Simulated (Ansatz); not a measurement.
One change: `COC(F)OC` becomes `COC(F)F`.

Ansatz, PBE0-D4/def2-TZVP geometries, multiplicity 1. Each molecule was computed in one conformer, which needn't be the lowest.

| property | `COC(F)OC` |
| --- | --- |
| LUMO energy (ωB97M-V/def2-TZVPP) / eV | 2.79 |
| size of the dipole moment (ωB97M-V/def2-TZVPP) / D | 2.92 |
| HOMO energy (PBE0/def2-TZVPP) / eV | -8.30 |
| HOMO–LUMO gap (PBE0/def2-TZVPP) / eV | 9.63 |
| LUMO energy (PBE/def2-TZVPP) / eV | 0.53 |
| LUMO energy (B3LYP/def2-TZVPP) / eV | 0.97 |

What does the change do to each property? (Estimate.)

Ansatz gave: 
| property | `COC(F)F` | shift |
| --- | --- | --- |
| LUMO energy (ωB97M-V/def2-TZVPP) / eV | 2.83 | 0.04 |
| size of the dipole moment (ωB97M-V/def2-TZVPP) / D | 2.85 | -0.07 |
| HOMO energy (PBE0/def2-TZVPP) / eV | -8.93 | -0.63 |
| HOMO–LUMO gap (PBE0/def2-TZVPP) / eV | 10.30 | 0.67 |
| LUMO energy (PBE/def2-TZVPP) / eV | 0.57 | 0.04 |
| LUMO energy (B3LYP/def2-TZVPP) / eV | 0.99 | 0.02 |

Dipoles are sizes alone; their direction can turn.

B3LYP here is the variant with VWN-RPA as its local correlation; programs differ in this.
